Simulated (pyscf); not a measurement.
Thermochemistry of product channels of H₂Si=PH on the singlet surface, in kcal/mol, from ωB97M-D3(BJ)/def2-TZVP energies (ideal gas, 1 atm, RRHO with modes under 100 cm⁻¹ raised to 100, one conformer, R ln 2 for rigid chiral ones). Optimised with ωB97X-D3(BJ)/def2-SVP in PySCF.

```json
[
 {"products": ":Si=PH [singlet] + hydrogen (H₂)", "ΔE": "+28.3", "ΔH(298 K)": "+25.6", "ΔG(298 K)": "+17.3", "ΔG(1200 K)": "-8.6"},
 {"products": ":HSi–PH₂ [singlet]", "ΔE": "+11.4", "ΔH(298 K)": "+11.4", "ΔG(298 K)": "+10.5", "ΔG(1200 K)": "+7.5"}
]
```

The channel to :Si=PH [singlet] + H₂ turns favourable between 298 and 1200 K (ΔG from +17.3 kcal/mol to -8.6 kcal/mol).

These are energies of the channels, which say nothing of barriers.
